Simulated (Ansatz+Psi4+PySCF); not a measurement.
## doublet C2H4(+): levels of theory in one basis

```yaml
atoms:
  - { symbol: C, position_ang: [0.6675, 0.0000, 0.0000] }
  - { symbol: C, position_ang: [-0.6975, 0.0000, 0.0000] }
  - { symbol: H, position_ang: [1.2377, 0.9228, 0.0000] }
  - { symbol: H, position_ang: [1.2377, -0.9228, 0.0000] }
  - { symbol: H, position_ang: [-1.2377, 0.9228, 0.0000] }
  - { symbol: H, position_ang: [-1.2377, -0.9228, 0.0000] }
```

Basis set: cc-pVTZ (spherical functions). Correlated methods keep 2 orbitals frozen. Correlation on ROHF uses semicanonical orbitals with singles. Charge 1, multiplicity 2.

Computed with Ansatz (development build ahead of 0.2.0) and Psi4 1.11; each method stands on the lowest determinant of its kind that the runs found.

| method | E − E(ROHF) (eV) | <S²> of the determinant |
| --- | --- | --- |
| ROHF | 0.00 | 0.75 |
| UHF | -0.07 | 0.75 |
| ROHF-MP2 | -7.47 | – |
| UHF-MP2 | -7.46 | 0.75 |

Caution for ROHF-MP2, UHF-MP2: MP2 on this radical cation hangs on the determinant chosen.
